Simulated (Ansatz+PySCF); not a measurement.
## singlet LiH2F in separate pieces: levels of theory in one basis

```xyz
4

Li    0.0000    0.0000   -0.3995
H     0.0000    0.0000    1.1984
H    29.4990    0.1568   -0.6406
F    30.0557   -0.0174    0.0712
```

Basis set: cc-pVDZ (spherical functions). Left uncorrelated: 1 orbital. Charge 0, multiplicity 1.

Computed with Ansatz (development build ahead of 0.2.0); each method stands on the lowest determinant of its kind that the runs found. NEVPT2 correlates all electrons. Active spaces start from the frontier orbitals, and the lowest solution found is given.

```
        method  E − E(RHF) (eV)  <S²> of the determinant
           RHF             0.00                     0.00
      RHF-CCSD            -6.48                        –
   RHF-CCSD(T)            -6.53                        –
   CASSCF(4,4)            -1.09                        –
   CASSCF(2,2)            -0.64                        –
SC-NEVPT2(4,4)            -6.29                        –
SC-NEVPT2(2,2)            -6.23                        –
```

Task: What does RHF-MP2 give on the same scale?

Result: -6.11 eV.

Task: Is a single determinant a sound starting point here?

Result: By this sign, yes. Unrestricted orbitals gain 0.00 eV and <S²> is 0.00 against 0.00 for a pure state. The CASSCF(4,4) natural occupations are 1.98, 1.96, 0.04, 0.02. The CASSCF(2,2) natural occupations are 1.98, 0.02.

Caution for CASSCF(4,4), CASSCF(2,2): other starts end on other solutions of this active space.
